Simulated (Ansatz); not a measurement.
Cost and result for the atomization energy of C2H3ClF2O (`FCOC(F)Cl`) (9 atoms, 8 bonds).

```xyz
9

F    -0.4756   -1.6112   -0.9769
C     0.1282   -1.2014    0.1831
O     0.7735    0.0127   -0.0130
C    -0.0673    1.0887   -0.1343
F    -0.6255    1.3819    1.0690
Cl    0.8843    2.4599   -0.6800
H    -0.6454   -1.1304    0.9528
H     0.9035   -1.9195    0.4472
H    -0.8757    0.9193   -0.8478
```

Charge 0, multiplicity 1. The structure was optimised at the PBE0-D4/def2-TZVP level. It is one conformer, not always the lowest. Program: Ansatz. All runs use 4 threads of an Arm Neoverse V1 on a shared host. Times are those of one run each, without the atoms' runs, and a repeat can differ threefold. Electronic energies, without spin–orbit coupling; frozen cores. CCSD(T)/CBS adds CCSD(T) − MP2 in def2-TZVPP to the MP2 limit, and its time is that of the two runs behind it. T1 = 0.012. B3LYP takes the VWN-RPA correlation (the form of Gaussian; ORCA's B3LYP/G).

CCSD(T)/CBS is a level of theory with its own doubt, some kJ/mol a heavy atom from the limit and from the frozen cores, so smaller differences don't rank the functionals.

```csv
level,functions,wall time,atomization (kJ/mol),difference from CCSD(T)/CBS,per bond
LDA (SPW92)/def2-TZVPP,239,1.4 s,4065.8,688.6,86.1
PBE-D4/def2-TZVPP (with forces),239,2.6 s,3520.0,142.8,17.8
PBE0-D4/def2-TZVPP,239,3.3 s,3398.9,21.7,2.7
BHLYP-D4/def2-TZVPP,239,3.4 s,3192.3,-184.9,-23.1
B3LYP-D4/def2-TZVPP (with forces),239,4.9 s,3356.3,-20.9,-2.6
r2SCANh-D4/def2-TZVPP,239,6 s,3360.1,-17.1,-2.1
PBE-QIDH/def2-TZVPP,239,6.5 s,3356.3,-20.9,-2.6
CCSD(T)/def2-SVP,103,8 s,3186.7,-190.5,-23.8
B97M-V/def2-TZVPP,239,10 s,3376.4,-0.8,-0.1
ωB97M-V/def2-TZVPP (with forces),239,12 s,3394.8,17.6,2.2
MP2/def2-QZVPP,445,26 s,3460.6,83.4,10.4
CCSD(T)/def2-TZVPP,239,4.3 min,3278.1,-99.1,-12.4
CCSD(T)/CBS(def2),–,4.7 min,3377.2,0.0,0.0
```

At CCSD(T), def2-SVP lies −190.5 kJ/mol from the extrapolated value and def2-TZVPP −99.2 kJ/mol: correlation converges slowly with the basis, and small sets miss more of it in the bonded molecule than in its fragments. From BLYP to BHLYP (50 % exact exchange), in def2-TZVPP and without D4, the atomization energy moves by −176.7 kJ/mol: exact exchange takes away binding that semilocal exchange gives to molecules. Leaving LDA and LC-ωPBE aside and taking each functional with its dispersion term where it has one, the values spread over 327.7 kJ/mol, from BHLYP-D4 to PBE-D4. LDA lies +562.1 kJ/mol from PBE without D4, its usual overbinding.
